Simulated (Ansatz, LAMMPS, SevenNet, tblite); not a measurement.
Rock-salt CdO, bulk modulus

Reference value: 147 GPa (measured, temperature not stated, no zero-point or thermal correction; as tabulated in Gopal et al. (2015), doi:10.1103/physrevb.91.245202).

```tsv
level (code)	value (GPa)	cell (Å³/atom)	difference (%)
ionic model lewis1985a (rigid ions, LAMMPS)	142	12.89	-3.4
IPEA1-xTB (tblite)	172	11.08	+17.0
SevenNet-0 (SevenNet)	133	13.68	-9.5
PBE (Ansatz)	126	13.55	-14.3
PBE0 (Ansatz)	147	13.01	0.0
```

Leaving aside ionic model lewis1985a, IPEA1-xTB, which can be fitted to such values or carry a doubt: The reference's temperature isn't stated, so close values are not ranked against it.

The reference has no zero-point or thermal correction, while the calculations are for a static lattice, so the differences are not the levels' errors alone. A static lattice is as a rule stiffer than a warm one, by over a tenth in soft solids.  IPEA1-xTB: this parameter set was refitted to ionisation energies, not structures. IPEA1-xTB: the run uses a supercell at the zone centre in place of a k mesh. Each level is taken at its own relaxed cell. Cutoffs and k meshes differ between the levels. Ansatz's density-functional and Hartree–Fock values are scalar-relativistic unless marked +SOC, with PAW data made under PBE.

Empirical potentials (ionic model lewis1985a) are fitted to chosen data, which need not cover the solid at hand: agreement can be built in, and what lay outside the fit can be far off. Machine-learned potentials (SevenNet-0) are trained on DFT data, which may include these solids.

Differences are worked out from the printed values.

Ansatz is a first-principles code.
